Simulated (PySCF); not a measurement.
# NaAl: from constants to spectrum

RHF-CCSD(T) constants of NaAl, ¹Σ⁺ (singlet), closed shell (Na x2c-SVPall, Al x2c-SVPall; spin-free X2C with a Gaussian nucleus (PySCF 2.14); masses 22.9898 and 26.9815 u):

* ωe: 175.0 cm⁻¹
* ωexe: 0.988 cm⁻¹
* Be: 0.12994 cm⁻¹
* αe: 0.000979 cm⁻¹
* D (centrifugal): 2.86e-07 cm⁻¹
* De to Na + Al: 0.68 eV

(1) Estimate the standard entropy (1 bar) and heat capacity of the ideal gas at 298.15 K, rigid rotor with B0 and harmonic oscillator at the fundamental.

Correlated steps freeze 6 core orbitals. Correlated levels converge slowly with the basis: in double zeta they bind strong bonds too weakly, by up to about 1 eV, and carry superposition errors of some tenths. Where the molecule has an RHF reference, its open-shell atoms are computed with UHF.

Results:

(1) Translation (Sackur–Tetrode, M = 49.97 u): 157.6 J/(mol K). Rotation: q = kT/(σB0) = 1600 with σ = 1, 69.7. Vibration: x = hcν0/kT = 0.835, 10.05. S° = 237.3 J/(mol K); Cp = 7R/2 + 7.85 = 36.9 J/(mol K).
